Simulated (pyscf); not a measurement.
**Routes from `[SiH3][SiH2][PH2]`**

Candidate steps break at most two bonds and form at most two. Each was searched with GFN2-xTB (tblite) first. Optimised with ωB97X-D3(BJ)/def2-SVP in PySCF. MP2 and CC: frozen core, UHF for open shells. ΔMP2 is the change of the MP2 total energy from the triple- to the quadruple-zeta basis. Energies: CCSD(T)/def2-TZVPP + ΔMP2(QZVPP), kJ/mol, from the reactant's lowest minimum found, singlet surface; ΔG‡ with ideal gas, 1 atm, RRHO with modes under 100 cm⁻¹ raised to 100, one conformer, R ln 2 for chiral ones without a mode under 150 cm⁻¹.

| products | type | ΔE‡ | ΔE | ΔG‡ 298 K | ΔG‡ 900 K | ν‡ (cm⁻¹) |
|---|---|---|---|---|---|---|
| H₃Si–PH₂ + SiH₂ [singlet] | 1,1-elimination | 242.8 | +238.8 | 239.3 | 246.3 | 371i |
| H₃Si–PH–SiH₃ | concerted two-bond exchange | 312.8 | -22.0 | 309.9 | 318.9 | 777i |

Row 1: On the product side the descent ends in a bound adduct, 46.4 kJ/mol under the separated species and 27.8 kJ/mol under the saddle at ωB97X-D3(BJ)/def2-TZVP. 

Plain bond fissions and candidates not yet searched are not listed, and one of them may be faster. Each barrier is that of the saddle found; lower ones may exist. The CCSD(T) − MP2 part came from Ansatz, without density fitting, on the same reference.
